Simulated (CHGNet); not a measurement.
**fcc Sr**

All values below come from the machine-learned potential CHGNet-r²SCAN (trained on r²SCAN data).

Cell (relaxed at this level):

```cif
data_Sr4
_chemical_formula_sum 'Sr4'
_space_group_name_H-M_alt 'Fm-3m'
_space_group_IT_number 225
_space_group_name_Hall '-F 4 2 3'
_cell_length_a 6.09043
_cell_length_b 6.09043
_cell_length_c 6.09043
_cell_angle_alpha 90.000
_cell_angle_beta 90.000
_cell_angle_gamma 90.000
loop_
_atom_site_label
_atom_site_type_symbol
_atom_site_symmetry_multiplicity
_atom_site_Wyckoff_symbol
_atom_site_fract_x
_atom_site_fract_y
_atom_site_fract_z
_atom_site_occupancy
Sr1 Sr 4 a 0.00000 0.00000 0.00000 1
```
(The calculation used a cell of 1 atom; values per cell refer to that cell.)

| Property | Result |
|---|---|
| lattice constant a | 6.090 Å |
| volume per atom | 56.48 Å³/atom |

Measured, for comparison: lattice constant a 6.045 Å, equilibrium volume per atom 55.22 Å³/atom (low-temperature or extrapolated to 0 K; zero-point anharmonic expansion removed; as tabulated in Csonka et al. (2009), arXiv:0903.4037). Computed (rounded) less measured: lattice constant a +0.7 %, equilibrium volume per atom +2.3 %.

A machine-learned potential is trained on density-functional data: it inherits that level's misses and adds fitting errors of its own.
